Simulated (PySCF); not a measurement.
**CF₂ + NH₃ → HCN + 2 HF**

Level: B3LYP in the def2-TZVP basis family, all electrons, no relativity, computed in PySCF with density fitting; open shells unrestricted.

```tsv
species	state and structure	E (Eh)	ZPE (kJ/mol)	H(298 K) − H(0) (kJ/mol)	S° (J/(mol K))
CF₂	singlet, C2v, C–F 1.304 Å (×2); F–C–F 104.8°	-237.80684	18.0	10.3	240.9
NH₃	singlet, C3v, N–H 1.014 Å (×3); H–N–H 107.3° (×3)	-56.58572	89.8	10.0	192.5
HCN	singlet, C∞v, C–H 1.067 Å, C–N 1.146 Å; H–C–N 180.0°	-93.46425	43.0	9.1	201.2
HF	singlet, C∞v, H–F 0.924 Å	-100.49049	24.4	8.7	173.7
```

Problem. What is the electronic reaction energy?

Solution. At B3LYP/def2-TZVP, ΔE = -138.3 kJ/mol from the differences of the total energies times 2625.5, downhill. Ammonolysis steps of this kind drive nitride growth.

Problem. Add zero-point, thermal and entropy terms for 298.15 K and 1 bar.

Solution. ΔZPE = -16.0 and Δ[H(298) − H(0)] = 6.2 kJ/mol give ΔH° = -148.1 kJ/mol. ΔS° = 115.2 J/(mol K), so ΔG° = -148.1 − 298.15 × (0.1152) = -182 kJ/mol.

Only the bonding shown was studied: isomers, or loss of a ligand pair, can lie lower.
